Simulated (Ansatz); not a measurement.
Chalcopyrite ZnGeP₂

Level of theory: PBE in Ansatz (plane waves, PAW).

Numerical settings: plane-wave cutoff 520 eV, 10×10×10 k mesh, Fermi–Dirac smearing 0.01 eV, scalar-relativistic PAW data made under PBE.

Cell (relaxed at this level):

```cif
data_Ge4P8Zn4
_chemical_formula_sum 'Zn4 Ge4 P8'
_space_group_name_H-M_alt 'I-42d'
_space_group_IT_number 122
_space_group_name_Hall 'I -4 2bw'
_cell_length_a 5.50003
_cell_length_b 5.50003
_cell_length_c 10.84354
_cell_angle_alpha 90.000
_cell_angle_beta 90.000
_cell_angle_gamma 90.000
loop_
_atom_site_label
_atom_site_type_symbol
_atom_site_symmetry_multiplicity
_atom_site_Wyckoff_symbol
_atom_site_fract_x
_atom_site_fract_y
_atom_site_fract_z
_atom_site_occupancy
Zn1 Zn 4 a 0.00000 0.00000 0.00000 1
Ge1 Ge 4 b 0.00000 0.00000 0.50000 1
P1 P 8 d 0.25337 0.25000 0.12500 1
```
(The calculation used a cell of 8 atoms; values per cell refer to that cell.)

| Item | Value |
|---|---|
| bulk modulus | 74.3 GPa |
| band gap | 1.14 eV (indirect) |
| smallest direct gap on the k points sampled | 1.18 eV |
| pressure derivative B′ of the bulk modulus | 4.6 |

Measured, for comparison: band gap 2.05 eV (temperature not stated, no zero-point or thermal correction, pseudodirect, our sources range from 1.80 to 2.20; as tabulated in Rashkeev et al. (1999), arXiv:cond-mat/9809378); bulk modulus 79 GPa (room temperature, no zero-point or thermal correction; as tabulated in Isothermal phase behavior of Ag3SbS3, ZnGeP2, and ZnS (abstract)). Computed (rounded) less measured: bulk modulus -6 %.

Note: the bulk modulus comes from volumes at which shape and atoms were relaxed.

Spin–orbit coupling is not included.

Static lattice: no zero-point or thermal effects.

Ansatz is a first-principles code.
